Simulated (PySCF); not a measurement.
# How the method moves the HOMO and LUMO of dimethylsilane

Species: dimethylsilane, C₂H₈Si.
Numbering: `[CH3:1][SiH2:2][CH3:3]` (hydrogens: H4, H5, H6 on C1; H7, H8 on Si2; H9, H10, H11 on C3)

Structure used (PBE0-D3(BJ)/def2-SVP), in Å, numbered top down from 1:
```xyz
11
C2H8Si angstrom
C      1.4897    0.5482   -0.2089
Si     0.1217   -0.7345    0.0448
C     -1.5663    0.0882    0.1610
H      2.2190    0.5280    0.6146
H      1.0673    1.5637   -0.2587
H      2.0383    0.3672   -1.1453
H      0.3718   -1.5160    1.2990
H      0.1210   -1.7154   -1.0883
H     -2.3635   -0.6529    0.3248
H     -1.5898    0.8031    0.9988
H     -1.8003    0.6401   -0.7630
```

Basis pcSseg-2 throughout (PySCF), one geometry. Geometry: PBE0-D3(BJ)/def2-SVP; no solvent, vibrations or thermal averaging.

Task: How do the orbital energies, the gap and the dipole change with the method?

Result: 
| method | kind | HOMO (eV) | LUMO (eV) | gap (eV) | μ (D) | SCF cycles |
| --- | --- | --- | --- | --- | --- | --- |
| BLYP | GGA | -7.38 | -0.15 | 7.23 | 0.78 | 12 |
| B97-D | GGA | -7.49 | -0.04 | 7.45 | 0.79 | 13 |
| OPBE | GGA | -7.50 | -0.06 | 7.44 | 0.83 | 13 |
| PBE | GGA | -7.51 | -0.18 | 7.33 | 0.81 | 12 |
| LDA | LDA | -7.57 | -0.28 | 7.29 | 0.81 | 12 |
| KT2 | GGA | -7.58 | -0.19 | 7.39 | 0.77 | 13 |
| BP86 | GGA | -7.60 | -0.04 | 7.56 | 0.81 | 12 |
| KT3 | GGA | -7.61 | -0.33 | 7.28 | 0.76 | 13 |
| B97-2 | global hybrid | -8.55 | 0.56 | 9.12 | 0.78 | 11 |
| B3LYP | global hybrid | -8.59 | 0.25 | 8.84 | 0.76 | 11 |
| PBE0 | global hybrid | -8.81 | 0.53 | 9.34 | 0.79 | 12 |
| mPW1PW91 | global hybrid | -8.84 | 0.51 | 9.35 | 0.78 | 12 |
| BHandHLYP | global hybrid | -10.03 | 1.05 | 11.08 | 0.73 | 10 |
| CAM-B3LYP | range-separated hybrid | -10.20 | 1.22 | 11.42 | 0.74 | 10 |
| wB97X-D | range-separated hybrid | -10.69 | 2.21 | 12.89 | 0.77 | 11 |
| LC-wPBE | range-separated hybrid | -11.59 | 2.36 | 13.95 | 0.77 | 11 |
| HF | Hartree–Fock | -11.96 | 2.65 | 14.61 | 0.72 | 9 |

The HOMO spans 4.58 eV, from BLYP down to HF, and the gap runs from 7.23 eV (BLYP) to 14.61 eV (HF). Over the methods BLYP (0 %), B97-D (0 %), OPBE (0 %), PBE (0 %), LDA (0 %), KT2 (0 %), BP86 (0 %), KT3 (0 %), B97-2 (21 %), B3LYP (20 %), PBE0 (25 %), mPW1PW91 (25 %), BHandHLYP (50 %), HF (100 %), a straight line through the gap against the share of exact exchange rises by 0.73 eV for each 10 % (correlation coefficient 0.999). The dipole ranges from 0.72 D (HF) to 0.83 D (OPBE). This basis has no diffuse functions.

Reference dipole: 0.75 D (measured, gas; NIST CCCBDB Release 22 (SRD 101), experimental dipoles); nearest here: CAM-B3LYP (0.74 D) and B3LYP (0.76 D).
